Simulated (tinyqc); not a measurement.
Inside a calculation (part 3 of 3). Method: UKS/PBE0 in the sto-3g basis, for LiH+, spin multiplicity 2. Computed by tinyqc, a small Python program that keeps every step (integrals from PySCF). Command: `OMP_NUM_THREADS=1 python tinyqc.py 29250 29251 out.jsonl` (the two numbers bound the seeds that draw the settings). One thread of a shared host (Intel(R) Xeon(R) Processor @ 2.60GHz), about 2 s of CPU time with the checks.

Geometry (angstrom):

| atom | x | y | z |
|---|---|---|---|
| Li | 0.000000 | 0.000000 | 0.000000 |
| H | 0.000000 | 0.000000 | 2.987000 |

## Populations, bond orders and dipole

D(alpha) after iteration 6:
```
            1Li 1s    1Li 2s   1Li 2px   1Li 2py    1Li 2pz      2H 1s
1Li 1s    0.982235  0.030579  0.000000  0.000000  -0.006774  -0.049268
1Li 2s    0.030579  0.029170  0.000000  0.000000   0.026337   0.153455
1Li 2px   0.000000  0.000000  0.000000  0.000000   0.000000   0.000000
1Li 2py   0.000000  0.000000  0.000000  0.000000   0.000000   0.000000
1Li 2pz  -0.006774  0.026337  0.000000  0.000000   0.025023   0.146157
2H 1s    -0.049268  0.153455  0.000000  0.000000   0.146157   0.853769
```

D(beta) after iteration 6:
```
            1Li 1s     1Li 2s   1Li 2px   1Li 2py    1Li 2pz      2H 1s
1Li 1s    0.980208   0.038045  0.000000  0.000000   0.000384  -0.003080
1Li 2s    0.038045   0.001477  0.000000  0.000000   0.000015  -0.000120
1Li 2px   0.000000   0.000000  0.000000  0.000000   0.000000   0.000000
1Li 2py   0.000000   0.000000  0.000000  0.000000   0.000000   0.000000
1Li 2pz   0.000384   0.000015  0.000000  0.000000   0.000000  -0.000001
2H 1s    -0.003080  -0.000120  0.000000  0.000000  -0.000001   0.000010
```

overlap S:
```
           1Li 1s    1Li 2s   1Li 2px   1Li 2py   1Li 2pz     2H 1s
1Li 1s   1.000000  0.241137  0.000000  0.000000  0.000000  0.002033
1Li 2s   0.241137  1.000000  0.000000  0.000000  0.000000  0.125043
1Li 2px  0.000000  0.000000  1.000000  0.000000  0.000000  0.000000
1Li 2py  0.000000  0.000000  0.000000  1.000000  0.000000  0.000000
1Li 2pz  0.000000  0.000000  0.000000  0.000000  1.000000  0.194585
2H 1s    0.002033  0.125043  0.000000  0.000000  0.194585  1.000000
```

Mulliken: Z minus the diagonal of D S on the atom; Loewdin: the same with S^(1/2) D S^(1/2); Mayer order: 2 sum_s sum (D(s) S)_ij (D(s) S)_ji over the two atoms.

Charges (e):

| atom | Mulliken | Loewdin | Mulliken spin |
|---|---|---|---|
| 1Li | 0.901285 | 0.890874 | 0.098691 |
| 2H | 0.098715 | 0.109126 | 0.901309 |

Mayer bond orders:

| pair | order |
|---|---|
| 2-1 | 0.177898 |

dipole moment about the origin, x y z (debye): 0.000000  0.000000  0.752472

<S^2> of the determinant (pure state: 0.75) = 0.750001
